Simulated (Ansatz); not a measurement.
`OBCl` + H• → `O[B]Cl`• + H₂ at 600 K and 1 bar (hydrogen abstraction from a B–H bond).

Isolated molecules relaxed with PBE0-D4/def2-TZVP in Ansatz; ΔE leaves out vibrations. CCSD(T)/CBS is the MP2 limit (def2-TZVPP, def2-QZVPP) plus CCSD(T) − MP2 in def2-TZVPP, frozen cores. This one scheme is used for every species, atoms too. Open shells (•) are unrestricted, without spin–orbit coupling. Each species was taken in one conformer, which may not be the lowest.

```json
{"species": "`OBCl`", "CCSD(T)/CBS energy (Eh)": "-561.03999", "H − E (kJ/mol)": "107.2", "S (J/(mol·K))": "308.7"}
{"species": "H•", "CCSD(T)/CBS energy (Eh)": "-0.50000", "H − E (kJ/mol)": "12.5", "S (J/(mol·K))": "129.3"}
{"species": "`O[B]Cl`•", "CCSD(T)/CBS energy (Eh)": "-560.36115", "H − E (kJ/mol)": "76.6", "S (J/(mol·K))": "306.9"}
{"species": "H₂", "CCSD(T)/CBS energy (Eh)": "-1.17544", "H − E (kJ/mol)": "43.9", "S (J/(mol·K))": "150.8"}
```

H − E and S are ideal-gas, rigid-rotor, harmonic terms from PBE0-D4/def2-TZVP, for one conformer and one mirror image of each species, with the whole ground term of open shells counted as degenerate. The MP2-based limit puts H₂ 0.8 mEh under its directly extrapolated value; such offsets cancel only in part. 1 Eh = 2625.50 kJ/mol, R = 8.31446 J/(mol·K).

**Question.** By hand: ΔE, ΔH, ΔS and ΔG.

**Answer.** ΔE = (-560.36115) + (-1.17544) − (-561.03999) − (-0.50000) = 0.00340 Eh = 8.9 kJ/mol. Δ(H − E) = 76.6 + 43.9 − 107.2 − 12.5 = 0.8, so ΔH = 9.7 kJ/mol. ΔS = 306.9 + 150.8 − 308.7 − 129.3 = 19.7 J/(mol·K). ΔG = 9.7 − 600 × (19.7)/1000 = -2.1 kJ/mol.

**Question.** By hand: the equilibrium constant, and the temperature at which ΔG would vanish if ΔH and ΔS stayed fixed.

**Answer.** log₁₀ K = −ΔG/(RT ln 10) = 0.2. ΔG = 0 at ΔH/ΔS = 492 K, though so small a ΔH makes that figure unsure.

TΔS isn't small against ΔH here. The sign of ΔG lies within the doubt. A doubt of 5 kJ/mol in ΔE shifts log₁₀ K by 0.4 here. Other conformers and mirror images would add mixing entropy, several J/(mol·K) or more a flexible species. These are equilibria of isolated gas molecules and say nothing of rates. Largest T1 diagnostic: 0.015 (customary marks: 0.02 for closed shells, 0.045 for open ones).
